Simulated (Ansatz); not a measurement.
[GeH3···H···N], quartet along the distance Ge1-H5

Starting geometry:

```xyz
6

Ge   -0.4586    0.0000    0.0000
H    -0.9701    1.4466    0.0000
H    -0.9701   -0.7233    1.2528
H    -0.9701   -0.7233   -1.2528
H     1.0757    0.0000    0.0000
N     2.5104    0.0000    0.0000
```

From there atom H5 is moved from one fragment to the other while all else, the fragments' distance too, stays fixed; atoms are numbered as listed. Energies are in kJ/mol, counted from the starting geometry at the same level.

Basis cc-pVDZ; Ansatz 0.2.0. Correlated methods freeze the noble-gas cores and the filled d shells of p-block atoms. R marks a restricted (for open shells ROHF) determinant, U an unrestricted one. No spin–orbit coupling is included, and no scalar relativity.

For open shells CISD is restricted-active-space CI with the open shells as a complete middle space.

Full CI isn't at hand for all of this; UCCSDT(Q) serves as the reference, and is uncertain by the last step of the cluster series or more. The frozen core follows each run's orbitals, which can shift R against U totals by a few meV for light atoms and by up to 0.1 eV past Ca.

| distance Ge1-H5 (Å) | UCCSDT(Q) | error RHF | error CISD | error UCCSD | error BCCD(T) | error RCCSDT | error UCCSDT |
| --- | --- | --- | --- | --- | --- | --- | --- |
| 1.427 | 4.4 | -15.9 | -4.2 | -1.4 | -0.3 | -0.1 | -0.1 |
| 1.534 | 0.0 | 0.0 | 0.0 | 0.0 | 0.0 | 0.0 | 0.0 |
| 1.591 | 2.8 | 11.3 | 2.8 | 0.8 | 0.2 | 0.1 | 0.1 |
| 1.647 | 6.1 | 24.0 | 5.5 | 1.5 | 0.4 | 0.2 | 0.1 |
| 1.703 | 8.3 | 36.4 | 7.2 | 2.0 | 0.5 | 0.3 | 0.2 |
| 1.760 | 8.7 | 43.7 | 6.8 | 2.1 | 0.6 | 0.3 | 0.2 |
| 1.816 | 7.7 | 41.7 | 6.1 | 1.9 | 0.6 | 0.4 | 0.2 |
| 1.873 | 7.5 | 34.2 | 4.7 | 1.4 | 0.5 | 0.3 | 0.1 |
| 1.929 | 11.5 | 25.3 | 2.8 | 0.7 | 0.4 | 0.3 | 0.1 |

Errors are those of relative energies. In total energy the starting point itself misses UCCSDT(Q) by: RHF 666.4, CISD 64.2, UCCSD 14.1, BCCD(T) 3.1, RCCSDT 0.7, UCCSDT 0.4 kJ/mol.

Spread of the error over the points with a reference, to 1.929 Å (largest less smallest): UCCSDT 0.3, RCCSDT 0.5, BCCD(T) 0.9, UCCSD 3.5, CISD 11.4, RHF 59.7 kJ/mol.
